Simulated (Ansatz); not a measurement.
Hf2Mo: from a trial structure to a relaxed crystal

Level of theory: Ansatz 0.2.0, DFT PBE, scalar-relativistic, plane waves, PAW. Cutoff 420 eV, Γ-centred k mesh, Gaussian smearing, no spin polarisation in the final step.

This is the end of a relaxation of cell and atoms.

```xyz
3
Lattice="1.6310 0.9417 6.6730 -1.6310 0.9417 6.6730 0.0000 -1.8833 6.6730" Properties=species:S:1:pos:R:3 pbc="T T T"
Hf    0.0000    0.0000   15.3878
Hf    0.0000    0.0000    4.6312
Mo    0.0000    0.0000    0.0000
```

Energies over the elements count from the elements' standard structures at the same level, with no empirical corrections.

(1) What space group does it have?

(2) What is its formation energy per atom?

(3) Is it a metal?

## Answers

(1) R-3m (No. 166). Conventional cell: a = 3.262 Å, c = 20.019 Å. Hf has 3 Mo at 2.78 Å and 9 Hf at 3.20–3.26 Å; around Mo lie 6 Hf at 2.78 Å and 6 Mo at 3.26 Å.

(2) 0.21 eV/atom.

(3) Yes, bands cross the Fermi level on the 18×18×18 mesh.

The final run used a 18×18×18 mesh on its 3-atom cell and 0.10 eV smearing. The k mesh leaves about 4 meV/atom of noise in metals. Spin–orbit coupling is left out. The cell came from a trial start, so Hf2Mo may not exist in this structure.

Cost: 3 runs of about 15 core-minutes in all, on Arm Neoverse N1 (shared hosts).